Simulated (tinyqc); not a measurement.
Orbital energy against energy difference: ionisation energy by orbital energies and by energy differences in the 6-31g* basis, for H2O, spin multiplicity 1. Computed by the program tinyqc with PySCF. The cation is unrestricted; errors are against CCSD(T) in this basis, not against experiment.

Geometry (angstrom):

| atom | x | y | z |
|---|---|---|---|
| O | 0.0000 | 0.0000 | 0.0000 |
| H | 0.0000 | 0.6660 | 0.6400 |
| H | 0.0000 | -0.6460 | 0.6200 |

CCSD(T) difference in the same basis = 12.3098 eV

IP-EOM-CCSD = 12.1355 eV

First vertical ionisation energy (eV):

| method | -e(HOMO) | E(cation) - E | error of -e(HOMO) | error of the difference |
|---|---|---|---|---|
| HF | 13.759 | 11.16588 | 1.449 | -1.144 |
| LDA | 6.484 | 13.00632 | -5.825 | 0.697 |
| PBE | 6.387 | 12.65619 | -5.923 | 0.346 |
| B3LYP | 8.122 | 12.70554 | -4.188 | 0.396 |
| PBE0 | 8.492 | 12.58690 | -3.817 | 0.277 |
| CAM-B3LYP | 10.018 | 12.70135 | -2.292 | 0.392 |
| LC-wPBE | 11.475 | 12.74212 | -0.835 | 0.432 |

What does the comparison show, and why?

Koopmans errs by +1.45 eV and Delta-HF by -1.14 eV: relaxation, 2.59 eV, lowers the value and the missing correlation difference works against it. The PBE level is off by -5.9 eV through the wrong tail of its potential, though its energy difference is off by +0.35 eV; exact exchange deepens the level, and among the orbital energies LC-wPBE comes closest; among the differences PBE0 does.
